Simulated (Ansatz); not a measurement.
**Structure optimisation: cobalt, hcp**

Level of theory: DFT, PBE, plane waves (420 eV) with PAW, scalar-relativistic in Ansatz.

k-point mesh 14×14×8, Fermi-Dirac smearing 0.1 eV, no spin polarisation. Cell and atoms relax.

Starting structure:

```
CELL_PARAMETERS angstrom
2.50710 0.00000 0.00000
-1.25355 2.17121 0.00000
0.00000 0.00000 4.06860
ATOMIC_POSITIONS crystal
Co 0.33333 0.66667 0.25000
Co 0.66667 0.33333 0.75000
```

Task: The pressure at the start is -14.2 GPa. By how much does the volume change?

Result: From 11.07 to 10.37 Å³ per atom, -6.4 %. The final cell has a = 2.458 Å, c = 3.961 Å (c/a = 1.611).

Task: How much energy does the relaxation gain?

Result: 33.8 meV per atom.

Spin polarisation is off here; a magnetic state may lie lower.
